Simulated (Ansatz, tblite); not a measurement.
Cost and result up the ladder for B(H2O)H3 (BOH5) (7 atoms). Charge 0, multiplicity 1. Geometry: r2SCAN-D4/def2-TZVP.

Cartesian coordinates in Å:
```
B -0.450 0.265 0.499
O 0.432 -0.177 -0.898
H 0.404 -1.141 -0.969
H 1.357 0.063 -0.749
H -0.304 1.458 0.509
H 0.114 -0.336 1.383
H -1.552 -0.131 0.225
```

Ansatz on 4 threads of Arm Neoverse V1 on a shared host; xTB runs through tblite on one thread. Times are rough, summed over both states, and most runs start from the orbitals of an earlier one. PBE0-D4/def2-TZVP serves as the yardstick here, not as an exact answer. The other state is a triplet.

The xTB rows come from tblite.

xTB has no spin-polarisation term.

```
                          level  functions  wall time  vertical triplet (eV)  difference from PBE0-D4/def2-TZVP (eV)
                       GFN2-xTB         13    0.004 s                   8.86                                    2.30
                       GFN1-xTB         18    0.019 s                   7.67                                    1.12
               PBE-D4/def2-TZVP         92      1.1 s                   6.09                                   -0.46
PBE0-D4/def2-TZVP (with forces)         92      1.6 s                   6.56                                    0.00
            r2SCAN-D4/def2-TZVP         92      2.5 s                   6.35                                   -0.20
```
